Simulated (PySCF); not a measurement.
# Computed and reference excited states of `CN=O` (CH3NO)

Published values to compare with (the computed states carry no symmetry labels, so the two lists aren't matched line by line):

| state | E (eV) | f | kind of transition | source |
| --- | --- | --- | --- | --- |
| 3A''(n→π*) | 1.16 |  | vertical absorption | [1] |
| 1A''[F](n→π*) | 1.67 | 0.000 | vertical emission from the excited-state geometry | [1] |
| 1A''(n→π*) | 1.83 |  | band maximum or as reported | [2] |
| 1A''(n→π*) | 1.96 | 0.000 | vertical absorption | [1] |
| 1A'(genuine double) | 4.73 |  | vertical absorption | [3] |
| 1A'(double) | 4.76 | 0.000 | vertical absorption | [1] |
| 3A'(π→π*) | 5.60 |  | vertical absorption | [1] |
| 1A'(n.d.) | 6.29 | 0.006 | vertical absorption | [1] |

[1] computed, theoretical best estimate (aug-cc-pVTZ, frozen core, CC3 geometry), gas; Veril, Scemama, Caffarel, Lipparini, Boggio-Pasqua, Jacquemin, Loos, WIREs Comput. Mol. Sci. 2021, 11, e1517 (QUESTDB)
[2] measured, gas; Loos, Scemama, Blondel, Garniron, Caffarel, Jacquemin (2018), arXiv:1807.02045, literature column
[3] computed, theoretical best estimate (aug-cc-pVTZ), gas; Kossoski, Boggio-Pasqua, Loos, Jacquemin, double excitations: improvement and extension (2024), arXiv:2403.19597

Species: CH3NO.
Atom-mapped SMILES: `[CH3:1][N:2]=[O:3]` (hydrogens: H4, H5, H6 on C1)

Structure used (PBE0-D3(BJ)/def2-SVP), in Å, numbered top down from 1:
```xyz
6
CH3NO angstrom
C     -0.4087    0.0329    0.0426
N      0.9211   -0.5612    0.2107
O      1.7803   -0.0164   -0.4129
H     -0.7509    0.3397    1.0439
H     -1.0841   -0.7702   -0.2927
H     -0.3944    0.8793   -0.6609
```

Method: TDDFT PBE0/def2-SVPD, vertical, gas phase, core orbitals frozen in the response in PySCF.

Computed singlets: 1.79 eV (f 0.000); 6.46 eV (f 0.015); 6.63 eV (f 0.002); 7.74 eV (f 0.032); 8.11 eV (f 0.055); 8.15 eV (f 0.023); 8.38 eV (f 0.285); 8.46 eV (f 0.011); 8.61 eV (f 0.000); 9.17 eV (f 0.031). Computed triplets (Tamm–Dancoff): 0.74, 5.37, 5.70, 6.24 eV.

Q: How does the lowest computed singlet compare with the best estimate listed for the lowest singlet (vertical absorption)?

A: 1.79 eV against 1.96 eV for 1A''(n→π*) [1]: a difference of -0.17 eV. Geometry and basis of the two calculations needn't be the same.

Q: How does the lowest computed triplet compare with the best estimate listed for the lowest triplet (vertical absorption)?

A: 0.74 eV against 1.16 eV for 3A''(n→π*) [1]: a difference of -0.42 eV. Geometry and basis of the two calculations needn't be the same.

[F] marks fluorescence, computed at the excited state's geometry. n.d. means that the source names no orbital transition; it classes the state at 6.29 eV as Rydberg. Note on [3]: supersedes the 2021 QUESTDB value where one exists.

A measured band maximum holds vibronic effects and, in solution, solvent shifts, so it needn't equal the vertical energy.

States of double-excitation character are out of reach of adiabatic linear-response TDDFT and have no counterpart, or a poor one, in the computed list.

The vertical ionisation energy (ΔSCF) is 9.53 eV, 0.36 eV above S10.

The run took 8.4 s on one thread, Arm Neoverse V1 (shared host).
